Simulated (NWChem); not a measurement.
Species: phosphine (PH3); SMILES P

```xyz
4

P      0.0000     0.0000     0.1529
H      0.4056    -1.1273    -0.6486
H     -1.1791     0.2124    -0.6486
H      0.7735     0.9150    -0.6486
```
Atoms are numbered in this order, from 1.

All runs use the structure optimised with PBE-D3(BJ)/def2-SVP.

Give the principal values of the shielding tensors (ppm) of P1 from PBE0/6-31G* (spherical d), GIAO (NWChem), with their diamagnetic and paramagnetic parts as GIAO splits them.


| atom | σ11 | σ22 | σ33 | isotropic | diamagnetic | paramagnetic |
|---|---|---|---|---|---|---|
| P1 | 562.6 | 613.6 | 613.6 | 596.6 | 966.6 | -370.0 |
